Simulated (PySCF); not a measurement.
Homolysis of single bonds, series Si F-H. Isolated molecules, 0 K electronic values unless said otherwise. Strings in code marks are SMILES.

Method: PBE-D3(BJ)/def2-TZVP // B3LYP-D3(BJ)/def2-TZVP (PySCF). 

| species | dipole moment (D) |
|---|---|
| whole molecule (`[Si](F)(F)(F)F`) | 0.00 |
| radical fragment (`F[Si](F)F`) | 1.03 |
| whole molecule (`F[SiH](F)F`) | 1.23 |
| radical fragment (`F[SiH]F`) | 1.27 |
| whole molecule (`F[SiH2]F`) | 1.38 |
| radical fragment (`F[SiH2]`) | 1.13 |
| whole molecule (`F[SiH3]`) | … |
| radical fragment (`[SiH3]`) | 0.03 |
| whole molecule (`[SiH4]`) | … |

**Question.** Fill in the missing entries.

**Answer.** 
- whole molecule (`F[SiH3]`), dipole moment (D): 1.21
- whole molecule (`[SiH4]`), dipole moment (D): 0.00
